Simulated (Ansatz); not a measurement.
## Lanthanum, dhcp: convergence with cold smearing

Computed with Ansatz, PBE, scalar-relativistic PAW, on the relaxed cell (a = 3.773 Å, c = 12.113 Å (c/a = 3.211); spin not included). Errors count from a run at 420 eV on a Γ-centred 13×13×4 mesh with Fermi-Dirac smearing of 0.1 eV, extrapolated to zero width. Fixed here: cutoff 420 eV, mesh 10×10×3. The SCF starts from atomic densities corrected by a trained network.

```json
{"width (eV)": "0.01", "E(σ→0) error (meV/atom)": "0.5", "F error (meV/atom)": "0.5", "P (GPa)": "-0.02", "SCF iterations": "7"}
{"width (eV)": "0.03", "E(σ→0) error (meV/atom)": "0.6", "F error (meV/atom)": "0.6", "P (GPa)": "-0.02", "SCF iterations": "6"}
{"width (eV)": "0.1", "E(σ→0) error (meV/atom)": "0.2", "F error (meV/atom)": "-0.5", "P (GPa)": "-0.03", "SCF iterations": "6"}
{"width (eV)": "0.2", "E(σ→0) error (meV/atom)": "-1.0", "F error (meV/atom)": "-1.2", "P (GPa)": "-0.10", "SCF iterations": "7"}
{"width (eV)": "0.3", "E(σ→0) error (meV/atom)": "-0.9", "F error (meV/atom)": "-2.2", "P (GPa)": "-0.13", "SCF iterations": "6"}
{"width (eV)": "1.0", "E(σ→0) error (meV/atom)": "23.6", "F error (meV/atom)": "-19.8", "P (GPa)": "0.62", "SCF iterations": "6"}
```

Question: What does the run at 0.6 give (width)?

Answer: E(σ→0) error (meV/atom): -4.4; F error (meV/atom): -3.1; P (GPa): -0.09; SCF iterations: 7.
